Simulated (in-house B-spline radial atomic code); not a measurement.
Values are calculated unless marked as measured or tabulated.
# Mg ion on O atom: potential, deflection and energy transfer

The pair potential comes from two frozen, spherical free-atom densities (PBE, B-spline radial code, scalar-relativistic past argon): electrostatics plus the change in Thomas-Fermi kinetic and Dirac exchange energy where they overlap, the recipe behind the universal ZBL potential, which averages such potentials (from solid-state densities) over many pairs. It is written V = (Z1 Z2 e²/r) φ(r/a), with e² = 14.3996 eV·Å and a = 0.46850 Å/(Z1^0.23 + Z2^0.23); ZBL's fit is φ = 0.18175 e^(−3.1998x) + 0.50986 e^(−0.94229x) + 0.28022 e^(−0.4029x) + 0.02817 e^(−0.20162x). Where φ falls below 4e-4 it is continued as an exponential.

Masses 24.3 and 16.0 u.

```tsv
x = r/a	φ, this pair	φ, ZBL
0.1	0.9074	0.8928
0.25	0.7903	0.7647
0.5	0.6464	0.6096
1	0.4557	0.4164
1.5	0.3342	0.2995
2	0.2507	0.2218
3	0.1462	0.1292
4	0.09107	0.08026
5	0.0599	0.05224
6.5	0.03247	0.02914
8	0.01726	0.01705
10	0.007573	0.008778
12	0.003677	0.00474
14.5	0.001737	0.002328
17	0.000868	0.001212
```

Q: At x = 3 the electrostatic, kinetic and exchange parts are 105.2, 425.94 and -44.67 eV. Find r, V and φ.

A: a = 0.46850/(1.7710 + 1.6133) = 0.13844 Å, so r = 0.41531 Å. V = 105.2 + 425.94 + (-44.67) = 486.47 eV. The bare repulsion is 12 × 8 × 14.3996/0.41531 = 3328.5 eV, so φ = 0.1462, +13.1 % against ZBL's 0.1292. The kinetic (Pauli) term is 88 % of V here.

Q: The ion comes in at 2.515 keV with impact parameter 0.2769 Å. The scattering integral gives a centre-of-mass angle of 61.28° and a closest approach of 2.908 a. What are the reduced energy, the energy passed on and the laboratory angles?

A: ε = E a M2/(Z1 Z2 e² (M1 + M2)) = 2515 × 3.9759e-05 = 0.1. The most that one collision can pass on is γE with γ = 4 M1 M2/(M1 + M2)² = 0.9576. Here T = γE sin²(θ/2) = 0.9576 × 2515 × 0.2598 = 625.6 eV. The ion turns by arctan(sin θ/(cos θ + M1/M2)) = 23.7°, and the struck atom leaves at (180° − θ)/2 = 59.4°. The closest approach is 0.403 Å. With ZBL the angle would be 57.39° and T = 555.3 eV.
